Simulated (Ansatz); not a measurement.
# SiPO+ (triplet): the correlation ladder, def2-QZVPP

One table from this session's results is given with a row withheld; the runs are named, their logs left out.

The runs use Ansatz 0.2.0, Gaussian basis; def2-QZVPP, core rule «outside noble gas», up to 11 orbitals frozen.

The runs, in order: UHF; ROHF; CCSD(T) on UHF.

2 further runs of the same task are left out: 2 set aside as unsound or not needed.

## The system

The geometry is a PBE0/def2-TZVP stationary point (not a proven minimum) of the parent state, kept for this charge and spin.

3 atoms, charge 1, spin multiplicity 3.

Atoms are counted from 1 here; the program's logs count them from 0.

Bond lengths: P1–O2 1.620 Å, O2–Si3 1.627 Å. Angles: P1–O2–Si3 180.0°.

Coordinates:

```xyz
3

P     0.0000    0.0000   -1.6221
O     0.0000    0.0000   -0.0026
Si    0.0000    0.0000    1.6247
```

The first run:

in.yaml reads:

```yaml
crystal:
  periodic: [false, false, false]
  atoms:
    - {symbol: P, position_ang: [0.000000, 0.000000, -1.622100]}
    - {symbol: O, position_ang: [0.000000, 0.000000, -0.002600]}
    - {symbol: Si, position_ang: [0.000000, 0.000000, 1.624700]}
basis:
  gaussian: {orbitals: "def2-QZVPP.json"}
total_charge: 1
magnetization: {spin_polarized: true, initial_magnetization: 2}
hamiltonian: {xc: hf}
output: {orbitals: {seedname: orbitals}}
```

Started as:

```console
$ ansatz run in.yaml --threads 1 --pin off --events-out ev --progress --plain --max-ram 2393MiB
```

Steps of the session up to this table: UHF; ROHF; CCSD(T) on UHF.

One table of the session follows, with a row left open; its other results are not shown here.

It belongs to the step «Misses and costs». 

| method | from UCCSD(T) (meV) |
| --- | --- |
| ROHF | ? |
| UHF | +12799.5 |
| UMP2 | +1165.0 |
| UCCSD | +606.1 |
| UCCSD(T) | 0 |

Q: Estimate the row for ROHF from the others.

**Answer.** from UCCSD(T) (meV): +13002.5. In the column «from UCCSD(T) (meV)» it is the highest.
